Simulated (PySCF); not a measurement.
# Proton affinity of vinyl fluoride, site by site

Parent: vinyl fluoride, `C=CF` (C2H3F). Non-hydrogen atoms are numbered in `[CH2:1]=[CH:2][F:3]`.

Level of theory: ωB97X-D3(BJ)/def2-TZVP single points in PySCF, grid level 2; every species was optimised with PBE0-D3(BJ)/def2-SVP. Thermal corrections: PBE0-D3(BJ)/def2-SVP frequencies, unscaled, ideal gas at 298.15 K and 1 bar, quasi-RRHO entropy.

```tsv
site	product	PA / kcal/mol	GB / kcal/mol
C1 (alkene carbon)	CC=[F+]	173.2	166.5
```

PA is −ΔH and GB is −ΔG of B + H⁺ → BH⁺ in the gas phase. Sites whose products fell apart, merged with another or lost in a GFN2-xTB screen aren't listed.

In ethanol the product from C1 is solvated 64.6 kcal/mol more strongly than the parent (electrostatics only).

Measured values (NIST Chemistry WebBook, evaluated or the median of agreeing entries): proton affinity (−ΔH) 729 kJ/mol (computed 725, difference -4); gas-phase basicity (−ΔG) 700 kJ/mol (computed 697, difference -3).

Run with `OMP_NUM_THREADS=1 python redox_run.py task.json out` on 1 thread of Arm Neoverse N1, a shared host. Structures, frequencies and single points: 99 s of wall time.
